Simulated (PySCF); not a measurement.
**Silicon: highly charged ions in a basis for the neutral atom**

Si¹²⁺ 1s2, Si¹³⁺ 1s1. Calculation: PySCF 2.14, in def2-SVP (4s3p1d, 18 functions); the non-relativistic Hamiltonian (point nucleus). No spin-orbit coupling, so a gap to NIST mixes the basis error with missing relativistic terms.

Changed run: basis of the neutral atom used for a highly charged ion. This setting is unsound on purpose.

| species | method | sound run (hartree) | changed run (hartree) | converged |
| --- | --- | --- | --- | --- |
| Si¹²⁺ | UHF | not run | -187.28666 | yes |
| Si¹²⁺ | BP86 | not run | -187.32897 | yes |
| Si¹²⁺ | r2SCAN | not run | -187.33565 | yes |
| Si¹³⁺ | UHF | not run | -97.89768 | yes |
| Si¹³⁺ | BP86 | not run | -97.87480 | yes |
| Si¹³⁺ | r2SCAN | not run | -97.89860 | yes |

Ionisation energy of Si¹²⁺:

```
method  changed run (eV)  NIST (eV)
   UHF            2432.4     2437.7
  BP86            2434.2     2437.7
r2SCAN            2433.7     2437.7
```

The contracted functions were made for the neutral atom and can be too rigid for a highly charged ion.
